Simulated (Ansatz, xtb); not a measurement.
System: SiH₂, charge 1, multiplicity 2. SMILES of the parent species: [SiH2]
Geometry from a B3LYP-D3(BJ)/def2-TZVP (Ansatz, a quantum-chemistry and plane-wave program) optimisation:
```
Si
H 1 1.4893
H 1 1.4893 2 119.40
```
Charge +1, spin multiplicity 2.

Harmonic wavenumbers from GFN2-xTB (xtb, at its own minimum), cm⁻¹: 599, 2208, 2257.

Question: Give the harmonic wavenumbers at B3LYP-D3(BJ)/def2-TZVP (Ansatz, finite differences of forces, unscaled).

Answer: 909, 2137, 2220 cm⁻¹. Zero-point energy 7.5 kcal/mol.

Question: From these and the geometry, give the ideal-gas thermochemistry at 298.15 K and 1 atm (rigid rotor, harmonic oscillator).

Answer: Point group C2v, rotational symmetry number 2. Rotational constants 475.8, 151.6, 115 GHz. S(trans) 36.14, S(rot) 12.95, S(vib) 0.14, S(elec, spin only) 1.38, S 50.6 cal/(mol K). H(298) - H(0) 2.40 kcal/mol; G - E(el) -5.2 kcal/mol.
